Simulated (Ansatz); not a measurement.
# CH5AlO (SMILES C[O][AlH2]): single points off equilibrium

The task here is to estimate one member of a computed series from the others.

Program: Ansatz 0.2.0, Gaussian basis. Level of theory: single points in def2-TZVPP. These are calculated values, not measurements.

Cores are frozen in the correlated methods.

### The system as given

SMILES `C[O][AlH2]`, 8 atoms, charge 0, spin multiplicity 1.

Atoms are counted from 1 here; the program's logs count them from 0.

Bond lengths: C1–O2 1.449 Å, C1–H4 1.205 Å, C1–H5 1.126 Å, C1–H6 1.076 Å, O2–Al3 1.679 Å, Al3–H7 1.617 Å, Al3–H8 1.605 Å. Angles: O2–C1–H4 112.4°, O2–C1–H5 110.0°, O2–C1–H6 111.5°, H4–C1–H5 109.0°, H4–C1–H6 109.6°, H5–C1–H6 104.0°, C1–O2–Al3 178.9°, O2–Al3–H7 118.5°, O2–Al3–H8 118.2°, H7–Al3–H8 123.3°.

Coordinates:

```
C    -0.5340    1.2043   -0.4496
O     0.0352   -0.0439    0.0167
Al    0.6955   -1.5001    0.5275
H    -1.2810    1.0486   -1.3824
H     0.2874    1.9127   -0.7510
H    -1.0477    1.7230    0.3413
H     2.1784   -1.4896    1.1715
H    -0.2035   -2.8243    0.4072
```

The first run:

Input file run/in.yaml:

```yaml
crystal:
  periodic: [false, false, false]
  atoms:
    - {symbol: C, position_ang: [-0.534000, 1.204300, -0.449600]}
    - {symbol: O, position_ang: [0.035200, -0.043900, 0.016700]}
    - {symbol: Al, position_ang: [0.695500, -1.500100, 0.527500]}
    - {symbol: H, position_ang: [-1.281000, 1.048600, -1.382400]}
    - {symbol: H, position_ang: [0.287400, 1.912700, -0.751000]}
    - {symbol: H, position_ang: [-1.047700, 1.723000, 0.341300]}
    - {symbol: H, position_ang: [2.178400, -1.489600, 1.171500]}
    - {symbol: H, position_ang: [-0.203500, -2.824300, 0.407200]}
basis:
  gaussian: {orbitals: def2-TZVPP}
correlation: {method: ccsd_t}
output: {forces: true}
```

No record of the launch command was kept for these runs.

Steps of the session up to this table: CCSD(T)/def2-TZVPP; PBE0-D4/def2-TZVPP; wB97M-V/def2-TZVPP; r2SCAN-D4/def2-TZVPP; PBE-D4/def2-TZVPP; HSE06-D4/def2-TZVPP; wB97X-V/def2-TZVPP.

One of the session's tables, all rows but one given; the rest of the session is left out.

```
   method  RMS force component (eV/Å)  angle to CCSD(T) forces (°)  dipole (D)
  CCSD(T)                       0.834                    reference        1.23
  PBE0-D4                           ?                            ?           ?
  wB97M-V                       0.854                          2.7        1.18
r2SCAN-D4                       0.826                          2.7        1.21
   PBE-D4                       0.801                          9.6        1.18
 HSE06-D4                       0.870                          7.1        1.14
  wB97X-V                       0.851                          2.4        1.19
```

Estimate the missing values for PBE0-D4.

As computed: RMS force component (eV/Å): 0.870; angle to CCSD(T) forces (°): 7.0; dipole (D): 1.14.
